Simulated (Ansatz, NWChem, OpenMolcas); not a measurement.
## Predicting a hybrid from its neighbours: C2H4ClF (1-chloro-2-fluoroethane)

The species is C2H4ClF (8 atoms), meant as a singlet with charge 0. SMILES: `FCCCl`. The shape is that of a PBE0-D4/def2-TZVP optimisation. This is one conformer, not always the lowest.

The HOMO–LUMO gap y, in eV, basis 6-311+G(d,p); a is the functional's share of exact exchange. Programs: Ansatz 0.2.0, NWChem 7.3.0, OpenMolcas 26.06.

```
functional     program     a  y (eV)
      TPSS  OpenMolcas     0    6.88
    revPBE      Ansatz     0    6.57
     B3LYP      NWChem   0.2    8.24
      PBE0      NWChem  0.25       ?
     BHLYP  OpenMolcas   0.5   10.52
```

Question: Fit y = c + s·a to the known rows and predict PBE0.

Answer: 
1. Means of the 4 rows: a = 0.1750, y = 8.053.
2. Σ(Δa)² = 0.1675, Σ(Δa·Δy) = 1.2712, so the slope is 1.2712/0.1675 = 7.5893.
3. Intercept: 8.053 − (7.5893) × 0.1750 = 6.725. The largest residual of the fit is 0.16.
4. PBE0: 6.725 + (7.5893) × 0.25 = 8.62 eV.

The run gave 8.79 eV, so the prediction is off by -0.17 eV, about the largest residual. Exact exchange lowers occupied levels and raises empty ones. The rows mix families of semi-local functionals, which the line can't see.
